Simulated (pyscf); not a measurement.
H₂O (SMILES O) + HO–Si•(F)–F (SMILES O[Si](F)F) → HO–Si(OH)(F)–F (SMILES O[Si](O)(F)F) + H• (SMILES [H]) (substitution at O; doublet surface; H–O broken, O–Si formed). PySCF, gas phase, ωB97X-D3(BJ)/def2-SVP geometries. Energies in eV from the separated reactants.

```csv
level,barrier,reaction energy
ωB97X-D3(BJ)/def2-TZVP,0.84,-0.85
PBE/def2-TZVP,0.45,-0.56
r²SCAN/def2-TZVP,0.52,-0.71
B3LYP-D3(BJ)/def2-TZVP,?,?
M06-2X/def2-TZVP,0.70,-0.87
ωB97M-D3(BJ)/def2-TZVP,?,-0.85
```

Q: Complete the blanks.

A: 
- B3LYP-D3(BJ)/def2-TZVP, barrier: 0.60
- B3LYP-D3(BJ)/def2-TZVP, reaction energy: -0.66
- ωB97M-D3(BJ)/def2-TZVP, barrier: 0.69

The functionals in the table span 0.38 eV in this barrier, from PBE to ωB97X-D3(BJ)/def2-TZVP. On the reactant side the descent ends in a bound adduct, 0.38 eV under the separated species and 1.22 eV under the saddle at ωB97X-D3(BJ)/def2-TZVP. This is the saddle that the search found; another between the same sides may lie lower. The angle at the attacked O is 137°.
